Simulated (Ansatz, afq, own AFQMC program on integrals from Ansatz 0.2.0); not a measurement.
Two steps: Ansatz 0.2.0 writes the Fock matrix and Cholesky factors of the valence space, and afq projects on them the lowest state that overlaps trial and start.

```yaml
crystal:
  periodic: [false, false, false]
  atoms:
    - {symbol: B, position_ang: [0.000000, 0.000000, 0.826501]}
    - {symbol: C, position_ang: [0.000000, 0.000000, -0.555344]}
    - {symbol: H, position_ang: [0.000000, -0.925158, -1.123694]}
    - {symbol: H, position_ang: [0.000000, 0.925158, -1.123694]}
basis:
  gaussian: {orbitals: cc-pVTZ}
magnetization: {spin_polarized: true, initial_magnetization: 1}
correlation: {method: ccsd_t, electrons: outside_noble_gas, hamiltonian_folder: ham}
```

```sh
$ ansatz run in.yaml --threads 1 --pin off --events-out ev --progress --plain --max-ram 16896MiB --backend cuda --devices 0, --max-vram 18GiB
```

Options of the walk:

```
--method phaseless --trial cisd --walkers 800 --populations 20 --least-time 60 --time-step 0.005 --steps-per-block 50 --equilibration-blocks 28 --max-blocks 4000 --target-error 0.00018 --factor-cut 1e-05 --start spin_pure --seed 3433 --release-times 0.24,0.5,1,1.5 --release-step 0.02 --release-every 3 --taylor-order 6
```

Times are imaginary, in 1/Eh. The walk had a cap of 239 s. With eight or more populations the least sampling time is a fifth of least-time, and the error comes from their spread.

afq prints:

```
orbitals 86  electrons 5 4  factors 502 of 502
reference energy -63.60195484 Eh
CCSD correlation -0.24629161 Eh in 13 cycles, weight of the determinant in the CISD state 0.8593
energy of the start -63.838979 Eh
 block  time / (1/Eh)  mean weight  energy / Eh
     1     0.250  0.9992  -63.843765
     2     0.500  1.0007  -63.848701
     3     0.750  0.9999  -63.852093
     4     1.000  0.9999  -63.854708
     5     1.250  1.0000  -63.856892
    10     2.500  1.0003  -63.860228
    29     7.250  1.0003  -63.862277
    33     8.250  1.0001  -63.862449
    49    12.250  1.0006  -63.859690
    69    17.250  0.9987  -63.857948
    89    22.250  1.0004  -63.862221
   109    27.250  1.0008  -63.861599
   129    32.250  1.0005  -63.858769
   133    33.250  1.0001  -63.856845
   149    37.250  0.9991  -63.861211
   169    42.250  1.0000  -63.861535
   177    44.250  0.9999  -63.859881
error from the spread of 20 populations
released: time / (1/Eh)  energy / Eh  error  mean overlap
  0.24  -63.860737  0.000180  0.9999
  0.50  -63.860807  0.000124  1.0000
  1.00  -63.860870  0.000166  1.0052
  1.50  -63.861364  0.000213  1.0030
energy -63.860391 +/- 0.000179 Eh
(rows thinned)
```

The run passed its tests (sampling time, drift between the halves within three errors, error under three times the target), which doesn't prove that it has relaxed.

Against this walk (error 4.9 meV) on the same determinant: CCSD(T) 19.5 meV higher, CCSDT(Q) 30.4 meV lower. The error is statistical and leaves out the bias of the constraint. The determinant has ⟨S²⟩ = 0.92, so the low cluster orders mix in higher spin (the high orders can go on to a lower state of that spin), while the walk starts as a pure doublet. None of these is a sure reference here. The released energies are still falling (meV from the phaseless value at times in 1/Eh: -9 ± 5 at 0.24, -11 ± 3 at 0.50, -13 ± 5 at 1.00, -26 ± 6 at 1.50), so they give no level; they do show a bias of the constraint, and the last of them that isn't too noisy lies 4 meV above CCSDT(Q).

Cautions: constraint bias not in the error; raised T1 diagnostic (T1 0.046, weight of the determinant 0.86, largest double 0.09); unrestricted determinant spin contaminated (⟨S²⟩ 0.92 against 0.75); the bias of populations of 40 walkers isn't removed.

The walk took 110 s on 1 × NVIDIA H100 80GB HBM3 with 2 threads of AMD EPYC 7R13 Processor (Zen 3), with other jobs on the host (the card was shared). The log's last line is the phaseless energy.

CCSDT and higher add their correlation energy to the determinant of the CCSD(T) run, since their own runs factorise the integrals more tightly (a shift of under 2 meV). A walk keeps the symmetry of its determinant, which the program's search chose and which needn't be the lowest solution, so a lower state of the same spin and another symmetry isn't excluded.
